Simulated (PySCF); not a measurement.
**Quadrupole coupling of sodium diatomic: calculation against gas-phase measurements**

Values to reproduce (atoms as numbered below): 23Na at Na1/Na2: χzz = -0.459 MHz [1].
[1] measured, gas; Aldegunde, Rivington, Zuchowski, Hutson, Hyperfine energy levels of alkali-metal dimers, arXiv:0807.1907

Species: sodium diatomic, Na₂.
SMILES with atom numbers: `[Na:1][Na:2]`

Geometry (PBE0-D3(BJ)/def2-TZVP, Å), atoms numbered from 1 in this order:
```
atom  x, y, z in Å
Na1    1.5572   -0.0421    0.0050
Na2   -1.5417    0.0120   -0.0177
```

Q: How do the computed couplings compare?

A: PySCF, non-relativistic, with Q(23Na) = 0.104 b, means over equivalent atoms:

| level | functions | 23Na Na1/Na2 (MHz) | computed/reference − 1 (%) |
| --- | --- | --- | --- |
| PBE0/pcSseg-2 | 56 | -0.419 | -8.8 |

The unsigned error is 8.8 %. Computed values are for fixed nuclei, while measured ones can include vibrational averaging. Isolated species at its PBE0-D3(BJ)/def2-TZVP geometry, gas phase.
